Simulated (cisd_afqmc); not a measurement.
Input (AFQMC/CISD/cc-pVTZ; cisd_afqmc is a phaseless AFQMC code with CISD trial states that reads the integrals written by Ansatz):

Ansatz 0.2 input:
```python
import cisd_afqmc

open("ham.yaml", "w").write("""\
crystal:
  periodic: [false, false, false]
  atoms:
    - {symbol: O, position_ang: [-0.09788910, -0.14223064, 0.59918690]}
    - {symbol: C, position_ang: [0.11020707, 0.04653981, -0.61310884]}
    - {symbol: H, position_ang: [0.09106748, 1.04600479, -1.05194397]}
    - {symbol: H, position_ang: [0.31173752, -0.84557014, -1.20537534]}
    - {symbol: H, position_ang: [-0.28093466, 0.65817156, 1.14247713]}
basis:
  gaussian:
    orbitals: cc-pVTZ
total_charge: 1
magnetization: {spin_polarized: false}
correlation: {method: ccsd, electrons: outside_noble_gas, hamiltonian_folder: ham}
""")
rep = cisd_afqmc.ansatz("ham.yaml")
e_ccsd = rep["correlation"]["coupled_cluster"]["energy"]["hartree"]
out = cisd_afqmc.run("ham", e_ccsd, trial="CISD", walkers=100, populations=8, threads=8, dt=0.005, steps=40, early=24, settle=10, least=32,
    cut=5e-5, rank_cut=2e-4, target=0.0004, seconds=1500, seed=1, memory=17280, gpu=False)
```

Output:

```
orbitals 100, occupied [6], factors 525 of 588, rank of the doubles 228 of 564
E(HF) = -114.208274
E(CCSD) on the cut factors = -114.605313, shift to the whole factors -0.000007
Energy of the trial state on the determinant = -114.605278
  tau behind 7.2 of longer steps, mean of the populations' last blocks
   2.0  -114.62078
   4.0  -114.62083
   6.0  -114.62089
   8.0  -114.62108
  10.0  -114.62238
  12.0  -114.61992
  14.0  -114.62050
  16.0  -114.62114
blocks 650 (0 outliers left out), error by blocks joined: 1: 0.00023, 2: 0.00027, 4: 0.00030, 8: 0.00034, 16: 0.00040
E(AFQMC/CISD) = -114.62084 +/- 0.00040
```
